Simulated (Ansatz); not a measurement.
AlH2ClO, singlet: a nudged elastic band.

in.yaml

```yaml
crystal:
  periodic: [false, false, false]
  atoms:
    - {symbol: Al, position_ang: [-0.258083, -0.413701, 0.025508]}
    - {symbol: O, position_ang: [0.355585, 0.855449, -0.895064]}
    - {symbol: H, position_ang: [-1.112209, -1.522393, -0.671387]}
    - {symbol: Cl, position_ang: [0.129905, -0.488711, 2.083860]}
    - {symbol: H, position_ang: [0.884801, 1.569356, -0.542919]}
basis:
  gaussian: {orbitals: def2-SVP}
hamiltonian: {xc: pbe0, dispersion: d4}
neb:
  images: 5
  climbing: true
  max_iterations: 3
  initial_path: idpp
  final_atoms:
    - {symbol: Al, position_ang: [-0.452060, -1.386521, 0.704372]}
    - {symbol: O, position_ang: [0.125366, 0.073274, -0.817357]}
    - {symbol: H, position_ang: [-0.383478, 0.270860, -1.610485]}
    - {symbol: Cl, position_ang: [0.369384, 0.145383, 2.080791]}
    - {symbol: H, position_ang: [0.340787, 0.897004, -0.357321]}
```

Command:

```bash
ansatz run in.yaml --threads 2 --pin off --events-out ev --progress --plain --max-ram 4352MiB
```

What Ansatz 0.2.0 printed:

```
Functional definition: PBE0
  name "PBE0"
  cite "Adamo & Barone, J. Chem. Phys. 110, 6158 (1999) doi:10.1063/1.478522"
  cite "Perdew, Burke & Ernzerhof, Phys. Rev. Lett. 77, 3865 (1996) doi:10.1103/PhysRevLett.77.3865"
  parent pbe
  parameter a = 0.25
  parameter kappa = 0.804
  parameter beta = 0.06672455060314922
  exchange = (1 - a)*pbe_x(kappa = kappa, mu = beta*pi^2/3) + a*exact_x
  correlation = pbe_c(beta = beta)
589 factors; integrals over basis functions are off by at most 2.7e-4 eV
mean field evaluation 1: about -21180.6185 eV, gradient 5.1e1 eV
mean field evaluation 2: about -21166.3778 eV, gradient 9.7e1 eV
mean field evaluation 4: about -21185.2581 eV, gradient 3.0e0 eV
mean field evaluation 8: about -21185.2796 eV, gradient 1.6e-2 eV
mean field -21185.27955165 eV, -778.5446636250 hartree, gradient 2.3e-5 eV, S^2 0.000000; 0 other end points of the search recorded, 0 dependent functions left out
the calculation of the forces begins
reference -21185.27957655 eV, -778.5446645401 hartree; 20, 20 occupied and 40, 40 virtual orbitals, 589 factors
592 factors; integrals over basis functions are off by at most 8.1e-4 eV
mean field evaluation 16: about -21177.9358 eV, gradient 5.7e1 eV
mean field -21183.84780264 eV, -778.4920478192 hartree, gradient 4.6e-5 eV, S^2 0.000000; 0 other end points of the search recorded, 0 dependent functions left out
the calculation of the forces begins
reference -21183.84782634 eV, -778.4920486903 hartree; 20, 20 occupied and 40, 40 virtual orbitals, 592 factors
WARN: NEB end point (image 0): max|allowed force component| = 2.531e-1 eV/Å (the criterion of neb.relax_end_points is 1.000e-2). That is over neb.f_tol: it is no minimum, so the barrier can be far off. Relax it first
WARN: NEB end point (image 6): max|allowed force component| = 2.209e-1 eV/Å (the criterion of neb.relax_end_points is 1.000e-2). That is over neb.f_tol: it is no minimum, so the barrier can be far off. Relax it first
589 factors; integrals over basis functions are off by at most 4.8e-4 eV
mean field evaluation 32: about -21184.6370 eV, gradient 6.5e-1 eV
mean field -21184.63747927 eV, -778.5210679000 hartree, gradient 3.4e-5 eV, S^2 0.000000; 0 other end points of the search recorded, 0 dependent functions left out
the calculation of the forces begins
reference -21184.63750422 eV, -778.5210688171 hartree; 20, 20 occupied and 40, 40 virtual orbitals, 589 factors
589 factors; integrals over basis functions are off by at most 5.9e-4 eV
mean field -21183.16622410 eV, -778.4670002701 hartree, gradient 2.3e-5 eV, S^2 0.000000; 0 other end points of the search recorded, 0 dependent functions left out
the calculation of the forces begins
reference -21183.16624910 eV, -778.4670011887 hartree; 20, 20 occupied and 40, 40 virtual orbitals, 589 factors
590 factors; integrals over basis functions are off by at most 6.8e-4 eV
mean field evaluation 64: about -21181.5287 eV, gradient 4.0e-1 eV
mean field -21181.52921330 eV, -778.4068412325 hartree, gradient 2.6e-5 eV, S^2 0.000000; 0 other end points of the search recorded, 0 dependent functions left out
the calculation of the forces begins
reference -21181.52923820 eV, -778.4068421478 hartree; 20, 20 occupied and 40, 40 virtual orbitals, 590 factors
591 factors; integrals over basis functions are off by at most 6.8e-4 eV
mean field -21181.04269604 eV, -778.3889620531 hartree, gradient 8.6e-6 eV, S^2 0.000000; 0 other end points of the search recorded, 0 dependent functions left out
the calculation of the forces begins
reference -21181.04272067 eV, -778.3889629581 hartree; 20, 20 occupied and 40, 40 virtual orbitals, 591 factors
594 factors; integrals over basis functions are off by at most 1.0e-3 eV
mean field evaluation 96: about -21182.4173 eV, gradient 9.2e-2 eV
mean field -21182.41731194 eV, -778.4394782558 hartree, gradient 4.2e-5 eV, S^2 0.000000; 0 other end points of the search recorded, 0 dependent functions left out
the calculation of the forces begins
reference -21182.41733640 eV, -778.4394791544 hartree; 20, 20 occupied and 40, 40 virtual orbitals, 594 factors
NEB iter   1: max|band force component| = 4.559e0 eV/Å  barrier→ = 4.2182 eV  barrier← = 2.8006 eV  Δτ_max = 0.2000 Å  (166 SCF iters)
NEB iter   2: max|band force component| = 2.375e0 eV/Å  barrier→ = 3.2240 eV  barrier← = 1.8064 eV  Δτ_max = 0.2000 Å  (140 SCF iters)
NEB iter   3: max|band force component| = 1.210e1 eV/Å  barrier→ = 2.7583 eV  barrier← = 1.3407 eV  Δτ_max = 0.0995 Å  (132 SCF iters)
Error: NEB band did not converge after 3 iterations: max|band force component| = 1.21e1 eV/Å (threshold 5.0e-2); raise `neb.max_iterations` in a new run, which can start from the last band evaluated (`neb.initial_path`, with `crystal.atoms` and `neb.final_atoms` set to its first and last images), add images, or start from endpoints closer to local minima. Where this run's directory can be resumed (`checkpoint.write`), a resume goes on for up to `neb.max_iterations` more; to start a new run from the last band, take its images' positions from the `neb_iteration` event of iteration 3 (`data.images[].positions_ang`), in the event stream of the run that computed that iteration (not this run's, if it was resumed behind it). With `checkpoint.write`, `steps/00-neb/state/checkpoint.json` in the run directory holds the last saved band, under `neb.evaluated.images[].positions_ang` (a band under a hybrid functional on support functions is neither saved nor resumed: `neb.initial_path` says where its path is): check the last entry of `neb.iterations` there, which is earlier than 3 if that iteration was not saved or its write failed. If the band's step has no `state` directory and holds `state.next`, a write was cut short, and the file is under `state.next` instead (behind a loss of power it can be under `state.prev`)
a run's events are kept only if it was started with --events-out <file>, and are in that file

[the SCF lines of later steps are left out]
```

The lines “mean field evaluation” count trial sets of orbitals through the whole run, from several starts and some on an approximate energy, so they need not fall steadily or lie above the final value.

Hardware: 2 CPU threads of an Arm Neoverse V2, shared host. Wall time about 11 s.


The run did not converge within its limit. Three iterations were allowed, too few to relax the band.